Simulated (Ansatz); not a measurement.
# BHNSi: the cost of one run

The runs use Ansatz 0.2.0, Gaussian basis; def2-QZVPP, core rule «outside noble gas», up to 7 orbitals frozen.

Plan: UHF; ROHF; CCSD(T) on UHF.

3 further runs of the same task are left out: 1 that didn't finish, 2 set aside as unsound or not needed.

**1. The system**

The geometry is a PBE0/def2-TZVP stationary point (not a proven minimum) of the parent state, kept for this charge and spin.

4 atoms, charge 0, spin multiplicity 2.

Atoms are counted from 1 here; the program's logs count them from 0.

Bond lengths: N1–B2 1.336 Å, N1–Si3 1.777 Å, B2–Si3 2.063 Å, B2–H4 1.181 Å. Angles: B2–N1–Si3 81.7°, N1–B2–Si3 58.5°, N1–B2–H4 153.5°, Si3–B2–H4 148.1°, N1–Si3–B2 39.9°.

**2. UHF**

in.yaml reads:

```yaml
crystal:
  periodic: [false, false, false]
  atoms:
    - {symbol: N, position_ang: [0.000000, -0.759800, 0.665432]}
    - {symbol: B, position_ang: [0.000000, 0.473968, 1.177819]}
    - {symbol: Si, position_ang: [0.000000, 0.151704, -0.859531]}
    - {symbol: H, position_ang: [0.000000, 1.247631, 2.069996]}
basis:
  gaussian: {orbitals: "def2-QZVPP.json"}
magnetization: {spin_polarized: true, initial_magnetization: 1}
hamiltonian: {xc: hf}
output: {orbitals: {seedname: orbitals}}
```

Started as:

```bash
$ ansatz run in.yaml --threads 1 --pin off --events-out ev --progress --plain --max-ram 2393MiB
```

Q: Estimate wall time and peak memory on 1 thread of Intel Xeon Platinum 8488C, shared host.

About 13 s, with a peak of 0.5 GiB.
